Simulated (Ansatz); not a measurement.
[B2H7]- (B₂H₇⁻). Charge -1, multiplicity 3. Geometry PBE0-D4/def2-TZVPD, that of the charge -1 singlet; atoms count from 1.

```xyz
9

B     0.758    0.027    0.853
H    -0.413    0.333    0.344
B    -0.737   -0.045   -0.871
H     0.765    0.979    1.624
H     0.612   -1.037    1.420
H     1.681    0.059    0.071
H    -0.403    0.866   -1.603
H    -1.940   -0.050   -0.640
H    -0.323   -1.132   -1.200
```

The highest occupied level of the charge -1 triplet lies above zero (up to 1.68 eV). By energy differences it is unbound by 0.79 eV (vertical, to the charge 0 doublet, at PBE0-D4/def2-TZVPD) and held by the finite basis. At PBE0-D4/def2-TZVPD a singlet of charge -1 lies 5.97 eV below the triplet at the same geometry.

(1) Estimate the Mulliken populations from the PBE0/def2-TZVPD orbitals of Ansatz.

(2) Where does the spin sit?

Answers

(1) 
```json
{"atom": "B1", "charge (e)": "-1.10", "spin (α − β)": "0.65"}
{"atom": "H2", "charge (e)": "0.25", "spin (α − β)": "0.09"}
{"atom": "B3", "charge (e)": "-0.16", "spin (α − β)": "-0.21"}
{"atom": "H4", "charge (e)": "0.01", "spin (α − β)": "0.48"}
{"atom": "H5", "charge (e)": "-0.09", "spin (α − β)": "0.25"}
{"atom": "H6", "charge (e)": "0.00", "spin (α − β)": "0.34"}
{"atom": "H7", "charge (e)": "-0.01", "spin (α − β)": "0.04"}
{"atom": "H8", "charge (e)": "0.01", "spin (α − β)": "0.14"}
{"atom": "H9", "charge (e)": "0.09", "spin (α − β)": "0.22"}
```
Mulliken values and Mayer orders depend strongly on the basis. With diffuse functions, as here, like atoms can get unlike values, and bond orders can come out too low or too high.

(2) Summed by element: B 0.44, H 1.56, of 2 unpaired in all. Largest on single atoms: B1 0.65, H4 0.48, H6 0.34.
